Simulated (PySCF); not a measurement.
## Bonding in boronic acid

Compound: boronic acid, BH3O2.
SMILES with atom numbers: `[OH:1][BH:2][OH:3]` (hydrogens: H4 on O1; H5 on B2; H6 on O3)

Structure used (PBE0-D3(BJ)/def2-TZVP), in Å, numbered top down from 1:
```
atom  x, y, z in Å
O1    -1.1706   -0.0653   -0.2887
B2    -0.0144    0.4208    0.2397
O3     1.2236   -0.1095    0.0445
H4    -1.0810   -0.8443   -0.8436
H5    -0.0926    1.3908    0.9299
H6     1.2610   -0.8897   -0.5146
```

Bond orders from the PBE0/pcSseg-2 density (PySCF). The structure is a single PBE0-D3(BJ)/def2-TZVP conformer in the gas phase; no vibrational or solvent corrections.

(1) How far do the computed orders between heavy atoms stray from the drawn ones?

(2) Give the Mayer order of every bond, beside its length.

(3) Sum the orders of all bonds at each heavy atom with more than one neighbour and set the sums beside the valence in the SMILES.

Answers

(1) The largest departure is 0.191, at B2–O3 (drawn single, 1.191) and O1–B2 (drawn single, 1.190). Drawn single, order above 1.12: O1–B2 (1.190) and B2–O3 (1.191).

(2) 
```
 bond  drawn as  length (Å)  Mayer order
O1–B2    single       1.361        1.190
B2–O3    single       1.361        1.191
O1–H4    single       0.961        1.003
B2–H5    single       1.193        0.953
O3–H6    single       0.961        1.003
```

(3) O1 2.193 (drawn 2), B2 3.334 (drawn 3), O3 2.194 (drawn 2). Orders between atoms that aren't bonded are not in these sums.

The Mayer order sums products of elements of PS (density times overlap matrix) between the two atoms' basis functions, so it depends on the basis set.
